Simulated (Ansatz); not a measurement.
# BPN (sextet): the correlation ladder, def2-TZVPP

An exercise on one series of results from a longer session: the logs are not shown, and one member is left open.

Program: Ansatz 0.2.0, Gaussian basis. Level of theory: def2-TZVPP, core rule «outside noble gas», up to 7 orbitals frozen. These are calculated values, not measurements.

Plan: UHF; ROHF; CCSD(T) on UHF.

## The system

The geometry is a PBE0/def2-TZVP stationary point (not a proven minimum) of the parent state, kept for this charge and spin.

3 atoms, charge 0, spin multiplicity 6.

Atoms are counted from 1 here; the program's logs count them from 0.

Bond lengths: N1–B2 1.334 Å, B2–P3 1.842 Å. Angles: N1–B2–P3 180.0°.

The first run:

Input file in.yaml:

```yaml
crystal:
  periodic: [false, false, false]
  atoms:
    - {symbol: N, position_ang: [0.000000, 0.000000, 1.503167]}
    - {symbol: B, position_ang: [0.000000, 0.000000, 0.169267]}
    - {symbol: P, position_ang: [0.000000, 0.000000, -1.672433]}
basis:
  gaussian: {orbitals: def2-TZVPP}
magnetization: {spin_polarized: true, initial_magnetization: 5}
hamiltonian: {xc: hf}
output: {orbitals: {seedname: orbitals}}
```

The run is started by

```console
$ ansatz run in.yaml --threads 1 --pin off --events-out ev --progress --plain --max-ram 4096MiB --backend cpu
```

Steps of the session up to this table: UHF; ROHF; CCSD(T) on UHF.

One table of the session follows, with a row left open; its other results are not shown here.

| method | from UCCSD(T) (meV) |
| --- | --- |
| ROHF | +9462.9 |
| UHF | +9020.0 |
| UMP2 | ? |
| UCCSD | +334.8 |
| UCCSD(T) | 0 |

**Question.** Estimate the row for UMP2.

The run gave: from UCCSD(T) (meV): +1574.5. In the column «from UCCSD(T) (meV)» it lies between UCCSD (+334.8) and UHF (+9020.0).
